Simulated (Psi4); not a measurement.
Psi4 input (wB97X-D/6-311+G**):

```
memory 1500 MB

molecule {
0 1
C     0.00000000    0.00000000    0.00000000
F     0.76292155    0.76566412    0.76815773
F    -0.78426309   -0.74930884    0.76277441
F    -0.74667016    0.76533291   -0.78428715
F     0.76801170   -0.78168819   -0.74664498
symmetry c1
no_reorient
no_com
}

set {
  basis 6-311+G**
  reference rks
  scf_type pk
  dft_radial_points 99
  dft_spherical_points 590
  e_convergence 1e-8
  d_convergence 1e-7
  maxiter 150
}

e = energy('wb97x-d')
print_out(f'\nFINAL {e:.10f} DIPOLE {variable("CURRENT DIPOLE")[0]:.6f} {variable("CURRENT DIPOLE")[1]:.6f} {variable("CURRENT DIPOLE")[2]:.6f}\n')
```

From the last part of the output:

```
      28A      0.229862    29A      0.255189    30A      0.309532
      31A      0.309532    32A      0.313107    33A      0.313108
      34A      0.313108    35A      0.323054    36A      0.382700
      37A      0.382700    38A      0.382701    39A      0.397111
      40A      0.397111    41A      0.397112    42A      0.414534
      43A      0.496674    44A      0.496676    45A      0.496678
      46A      0.712311    47A      0.712313    48A      0.712314
      49A      0.997902    50A      1.144573    51A      1.144574
      52A      1.301680    53A      1.301681    54A      1.301682
      55A      1.427216    56A      1.460973    57A      1.460974
      58A      1.460975    59A      1.469056    60A      1.469057
      61A      1.501962    62A      1.501962    63A      1.501964
      64A      1.837843    65A      1.837845    66A      1.837845
      67A      1.928601    68A      1.928602    69A      1.928603
      70A      2.222473    71A      2.922262    72A      2.922262
      73A      2.922263    74A      3.756310    75A      3.756311
      76A      3.756311    77A      3.796596    78A      3.796596
      79A      3.796597    80A      3.796848    81A      3.796849
      82A      3.834891    83A      3.834892    84A      3.834892
      85A      4.173095    86A      4.173095    87A      4.173096
      88A      4.270245    89A      4.315694    90A      4.315694
      91A      4.972279    92A      4.972280    93A      4.972280
      94A      6.286797    95A      6.286797    96A      6.399383
      97A      6.399383    98A      6.399384    99A      6.402626
     100A      6.403630   101A      6.403631   102A      6.403631
     103A      6.833823   104A      6.833823   105A      6.833823
     106A     23.532546   107A     66.840112   108A     66.840113
     109A     66.840114   110A     66.922441

    Final Occupation by Irrep:
              A
    DOCC [    21 ]
    NA   [    21 ]
    NB   [    21 ]

  @RKS Final Energy:  -437.50504139429529

   => Energetics <=

    Nuclear Repulsion Energy =            204.9668374830915525
    One-Electron Energy =               -1014.8842370393571173
    Two-Electron Energy =                 405.9251539639261637
    DFT Exchange-Correlation Energy =     -33.5124459165510586
    Empirical Dispersion Energy =          -0.0003498854048440
    VV10 Nonlocal Energy =                  0.0000000000000000
    Total Energy =                       -437.5050413942952900

Computation Completed

Properties will be evaluated at   0.000000,   0.000000,   0.000000 [a0]

Properties computed using the SCF density matrix

 Multipole Moments:

 ------------------------------------------------------------------------------------
     Multipole            Electronic (a.u.)      Nuclear  (a.u.)        Total (a.u.)
 ------------------------------------------------------------------------------------

 L = 1.  Multiply by 2.5417464519 to convert [e a0] to [Debye]
 Dipole X            :          0.0000015           -0.0000000            0.0000015
 Dipole Y            :         -0.0000004            0.0000000           -0.0000004
 Dipole Z            :         -0.0000010            0.0000002           -0.0000008
 Magnitude           :                                                    0.0000018

 ------------------------------------------------------------------------------------

FINAL -437.5050413943 DIPOLE 0.000002 -0.000000 -0.000001

*** Psi4 exiting successfully. Buy a developer a beer!
```
